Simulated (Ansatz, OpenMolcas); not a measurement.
## Worked example: the enthalpy of formation of NSF3 (thiazyl trifluoride)

NSF3 has 5 atoms, charge 0, and is taken as a singlet. SMILES: `N#S(F)(F)F`. The coordinates come from a PBE0-D4/def2-TZVP relaxation.

Total energies at r2SCAN/def2-SVPD (OpenMolcas 26.06); the atoms run unrestricted:

| species | state | energy (Eh) |
| --- | --- | --- |
| NSF3 | singlet | -751.774254 |
| N | quartet | -54.516258 |
| S | triplet | -397.954174 |
| F | doublet | -99.608837 |

Harmonic wavenumbers at PBE0-D4/def2-TZVP, in cm⁻¹: 347, 347, 442, 442, 522, 799, 836, 836, 1596.

Measured heats of formation of the gaseous atoms at 298.15 K, in kJ/mol: N 472.4, S 277.0, F 79.4. Spin-orbit lowering of the atoms at 298 K (mean of the ground term's levels less their thermal mean, from spectra), in kJ/mol: S 1.88, F 1.29. Take 1 Eh = 2625.50 kJ/mol, 1 cm⁻¹ = 0.0119627 kJ/mol, RT = 2.479 kJ/mol.

**Question.** Work out the heat of formation of the gas at 298 K.

**Answer.** 
1. Electronic atomisation energy: (-54.516258) + (-397.954174) + 3 × (-99.608837) − (-751.774254) = 0.477311 Eh = 1253.2 kJ/mol.
2. Zero-point energy: half the sum of the wavenumbers, 3083.5 cm⁻¹ = 36.9 kJ/mol.
3. Thermal vibrational enthalpy, Σ hcν̃/(exp(hcν̃/kT) − 1): 4.5 kJ/mol. Translation, rotation and pV of a non-linear molecule: 4 RT = 9.9 kJ/mol.
4. The 5 free atoms carry 5/2 RT each: 31.0 kJ/mol.
5. Spin-orbit coupling lowers the free atoms by 1.88 + 3 × 1.29 = 5.8 kJ/mol.
6. Atomisation enthalpy at 298 K: 1253.2 − 5.8 − 36.9 − 4.5 − 9.9 + 31.0 = 1227.1 kJ/mol.
7. Sum of the atoms' heats of formation: 987.6 kJ/mol. Heat of formation: 987.6 − 1227.1 = -239.5 kJ/mol.

No measured value is set beside it here. Anharmonicity and any spin-orbit splitting of the molecule are left out.
